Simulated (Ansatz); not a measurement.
# Multireference treatment of CH2O2, singlet

Computed with Ansatz's Gaussian-basis code (development build). Basis cc-pVTZ, nonrelativistic, 3 orbitals frozen in the corrections. State-specific CASSCF; RHF is the lowest restricted (open-shell) Hartree–Fock solution met. No symmetry is imposed, so a solution can break that of the shape. The lowest solution met needn't be the lowest there is, nor hold the orbitals that a chemist would pick.

Geometry:

```
atom    x (Å)    y (Å)    z (Å)
   O  -1.0364  -0.4254  -0.0161
   C   0.0070   0.4066  -0.0071
   O   1.1773   0.0973  -0.0172
   H  -0.6442  -1.3331  -0.0192
   H  -0.3891   1.4642  -0.0121
```

**Question.** What do CASSCF and its corrections give against RHF in CAS(4,3), and what are the occupations?

**Answer.** CASSCF -0.804 eV, SC-NEVPT2 -17.018 eV; occupations 2.00, 1.94, 0.06.

**Question.** Roughly how much CPU time does a whole run from the default start take (median of such runs, summed over threads; nearly all runs on one pinned thread of a shared server, mostly Xeon at 2.3 to 2.6 GHz, by a development driver)?

**Answer.** CAS(4,3): about 26 s. Other jobs ran beside these, and the count of passes differs.
